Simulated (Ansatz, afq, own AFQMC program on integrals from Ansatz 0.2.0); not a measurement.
## BNH₄, singlet: a scan with AFQMC

```yaml
atoms:
  - { symbol: B, position_ang: [0.0000, 0.0000, 0.7672] }
  - { symbol: N, position_ang: [0.0000, 0.0000, -0.6178] }
  - { symbol: H, position_ang: [0.0000, 1.0469, 1.3476] }
  - { symbol: H, position_ang: [0.0000, -1.0469, 1.3476] }
  - { symbol: H, position_ang: [0.0000, 0.8414, -1.1691] }
  - { symbol: H, position_ang: [0.0000, -0.8414, -1.1691] }
```

The B1–N2 distance is changed with both sides rigid. Energies in kJ/mol count from this geometry (1.385 Å) at the same level; the start stands on RHF, each point on the determinant named.

Basis 6-31G. Noble-gas cores (and the filled d shells of Ga–Kr and In–Xe) are frozen. Integrals, coupled cluster, full CI and functionals: Ansatz 0.2.0; the random walks run on the same integrals in our own AFQMC program. The CISD trial takes its coefficients from CCSD amplitudes. Released means that phaseless walkers are propagated on without the constraint, phases kept. Error bars are statistical, one sigma.

Cautions, each for one point or more: (Q) is large, so the cluster series hasn't closed; CCSDT(Q) on the RHF determinant differs, by its state or its frozen core; an unrestricted solution with more broken spin lies lower, while this determinant keeps restricted orbitals; cluster runs in doubt by the program's own checks; higher spins were not checked; raised T1 diagnostic; released walk and highest rung disagree; strong correlation; unrestricted determinant spin contaminated; walk and cluster series may follow different spin states.

```json
{"r(B1–N2) / Å": "1.227", "det.": "RHF", "T1": "0.013", "weight": "0.92", "⟨S²⟩": "pure", "B2PLYP": "86.7", "r2SCAN": "84.2", "CCSD(T)": "96.0"}
{"r(B1–N2) / Å": "1.532", "det.": "RHF", "T1": "0.021", "weight": "0.91", "⟨S²⟩": "pure", "B2PLYP": "28.2", "r2SCAN": "29.8", "CCSD(T)": "22.6"}
{"r(B1–N2) / Å": "1.930", "det.": "RHF", "T1": "0.035", "weight": "0.88", "⟨S²⟩": "pure", "B2PLYP": "253.8", "r2SCAN": "257.2", "CCSD(T)": "239.9"}
{"r(B1–N2) / Å": "2.592", "det.": "UHF¶", "T1": "0.055", "weight": "0.82", "⟨S²⟩": "0.00", "B2PLYP": "622.6§", "r2SCAN": "588.2§", "CCSD(T)": "569.7"}
{"r(B1–N2) / Å": "3.779", "det.": "UHF†¶", "T1": "0.006", "weight": "0.93", "⟨S²⟩": "1.01", "B2PLYP": "637.3§", "r2SCAN": "644.0§", "CCSD(T)": "607.0"}
```

(1) Estimate the curve of CCSDT(Q), counted from the same start.

Results:

(1) 
| r(B1–N2) / Å | det. | T1 | weight | ⟨S²⟩ | CCSDT(Q) | ph-AFQMC/CISD | released AFQMC |
| --- | --- | --- | --- | --- | --- | --- | --- |
| 1.227 | RHF | 0.013 | 0.92 | pure | 96.2 | 97.7 ± 1.0 | 96.4 ± 1.1* |
| 1.532 | RHF | 0.021 | 0.91 | pure | 22.2 | 24.7 ± 1.4 | 23.3 ± 1.3* |
| 1.930 | RHF | 0.035 | 0.88 | pure | 237.2 | 237.1 ± 2.4 | 235.2 ± 2.3* |
| 2.592 | UHF¶ | 0.055 | 0.82 | 0.00 | 546.0 | 561.9 ± 3.6 | 568.4 ± 4.5* |
| 3.779 | UHF†¶ | 0.006 | 0.93 | 1.01 | 607.2 | 609.9 ± 1.1 | 608.2 ± 1.0* |

Weight is that of the determinant in the CISD state; at the start T1 is 0.017 and the weight 0.92. ¶ marks points with a poor determinant and no full CI, where no value is sure; they don't count among the departures. An asterisk marks released energies that aren't shown to be converged. A dagger marks points whose determinant fills other symmetries than the start's, so the wave-function levels may follow another state there, or a degenerate partner. § marks a functional whose ⟨S²⟩ is too high by over 0.1. Largest departures from CCSDT(Q), at the points where its series has closed: CCSD(T) 2.7 kJ/mol at 1.930 (on RHF), ph-AFQMC/CISD 2.6 kJ/mol at 1.532 (on RHF) (within the noise), B2PLYP 16.6 kJ/mol at 1.930, r2SCAN 20.0 kJ/mol at 1.930. Functionals count only at points shown to share the start's state and spin. In this small basis the wave-function levels are far from their limit, so their gap to the functionals isn't the functionals' error.

CCSDT and higher add their correlation energy to the determinant of the CCSD(T) run, since their own runs factorise the integrals more tightly (a shift of under 2 meV). A walk keeps the symmetry of its determinant, which the program's search chose and which needn't be the lowest solution, so a lower state of the same spin and another symmetry isn't excluded.
